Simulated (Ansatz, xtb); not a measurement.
# Relative energy of two isomers of C3H3F

Structure I is `C=C=CF`, a singlet and structure II is `FC1C=C1`, a singlet. Both are isolated molecules in the gas phase, relaxed with r2SCAN-D4/def2-SVP.

Quicker runs give these differences E(II) − E(I): GFN2-xTB +47.5 kJ/mol; HF/STO-3G +38.1 kJ/mol (at GFN2-xTB geometries); r2SCAN-D4/def2-SVP//GFN2-xTB +38.1 kJ/mol.

Task: Estimate E(II) − E(I) at the level CCSD(T)/def2-TZVP.

Result: Calculated at CCSD(T)/def2-TZVP: E(II) − E(I) = +44.4 kJ/mol, so structure I lies lower.

How the difference moves with the method:

```json
{"level": "GFN2-xTB", "geometry": "GFN2-xTB", "E(II) − E(I) (kJ/mol)": "+47.5", "departure from the last row (kJ/mol)": "+3.1", "job, with rough time for the two": "optimisation, 0.67 s"}
{"level": "HF/STO-3G", "geometry": "GFN2-xTB", "E(II) − E(I) (kJ/mol)": "+38.1", "departure from the last row (kJ/mol)": "−6.3", "job, with rough time for the two": "single point, 0.67 s"}
{"level": "r2SCAN-D4/def2-SVP//GFN2-xTB", "geometry": "GFN2-xTB", "E(II) − E(I) (kJ/mol)": "+38.1", "departure from the last row (kJ/mol)": "−6.3", "job, with rough time for the two": "single point, 5.9 s"}
{"level": "r2SCAN-D4/def2-SVP", "geometry": "r2SCAN-D4/def2-SVP", "E(II) − E(I) (kJ/mol)": "+37.7", "departure from the last row (kJ/mol)": "−6.7", "job, with rough time for the two": "optimisation, 73 s"}
{"level": "HF/def2-TZVP", "geometry": "r2SCAN-D4/def2-SVP", "E(II) − E(I) (kJ/mol)": "+47.5", "departure from the last row (kJ/mol)": "+3.1", "job, with rough time for the two": "part of the CCSD(T) run"}
{"level": "MP2/def2-TZVP", "geometry": "r2SCAN-D4/def2-SVP", "E(II) − E(I) (kJ/mol)": "+27.9", "departure from the last row (kJ/mol)": "−16.5", "job, with rough time for the two": "part of the CCSD(T) run"}
{"level": "CCSD(T)/def2-TZVP", "geometry": "r2SCAN-D4/def2-SVP", "E(II) − E(I) (kJ/mol)": "+44.4", "departure from the last row (kJ/mol)": "", "job, with rough time for the two": "single point, 2.3 min"}
```

As drawn, II has 2 C–C in place of 1 C=C. Structure I has no ring, II a 3-membered ring.

The levels shown agree on the order. The largest departure from CCSD(T)/def2-TZVP is that of MP2/def2-TZVP, 16.5 kJ/mol.

With harmonic frequencies from r2SCAN-D4/def2-SVP (ideal gas, rigid rotor, one conformer each, 298.15 K, 1 atm): the zero-point term adds +1.4 kJ/mol; ΔH is +44.4 and ΔG +47.4 kJ/mol.

The correlated steps freeze 4 core orbitals. Run with Ansatz 0.2.0, xtb 6.7.1; the last row on 1 thread of AMD EPYC (Zen 3) on a shared host.
